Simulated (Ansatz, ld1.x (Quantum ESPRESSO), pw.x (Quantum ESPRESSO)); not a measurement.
## Au (Z = 79): does the TM potential hold in the solid?

* Element: gold
* Generator: ld1.x (Quantum ESPRESSO) 7.5
* Type: norm-conserving Troullier–Martins (Kleinman–Bylander form)
* Functional: PBEsol
* Relativity: scalar-relativistic
* Frozen core: [Xe] 4f14
* Valence charge: 11
* Reference configuration: 5d10 6s1 6p0
* Partial waves: 6s (bound): rc 2.10 bohr; 5d (bound): rc 1.45 bohr; 6p (bound, empty): rc 3.20 bohr
* Local potential: the p channel
* Core correction: Bessel-smoothed model core inside 1.50 bohr

Crystal test: bcc Au in pw.x 7.5, no spin, 14³ k-points, Fermi–Dirac smearing 0.01 Ry, cutoffs 100/400 Ry. The reference is all-electron LAPW (Ansatz 0.2.0) with the same functional, mesh and smearing; V0 and B0 come from Birch–Murnaghan fits to the pressures at five volumes. Errors are pseudo minus all-electron; Δ is the rms difference of the E(V) curves that follow from these fits, minima aligned, over ±6 % about the mean V0. Mesh and smearing are coarse, so the numbers serve the comparison and aren't converged zero-temperature values; the lattice is a test structure that the element need not adopt.

All-electron: a0 = 3.242 Å (V0 = 17.04 Å³/atom), B0 = 172.0 GPa.

How far does the potential miss the all-electron equation of state?

mean pressure error (GPa): +15.37. The pressure does not cross zero within the volumes sampled, so no fit is given. The largest radius (3.20 bohr) exceeds half the bond length (2.65 bohr), so the spheres overlap, which is one possible source of error among others. This is a poor potential for the solid. Atomic configuration tests: 1 of 7 tests not solved or not reliable.

```tsv
V (Å³/atom)	P all-electron (GPa)	P pseudo (GPa)
16.197	10.12	29.27
16.623	4.57	21.57
17.049	-0.10	15.02
17.475	-4.04	9.47
17.901	-7.35	4.75
```

At the middle volume, how do free energy and pressure move when the wave cutoff is lowered (ecutrho kept at four times it)?

```csv
cutoff (Ry),shift of F (meV/atom),shift of P (GPa)
45,+85.0,-2.59
60,+55.8,-1.18
80,+5.6,-0.49
```

The run at the middle volume (104 k-points, 6 iterations) took about 27 s on one core of a shared host (Neoverse-V1, 32 threads, 247 GiB, load 22).
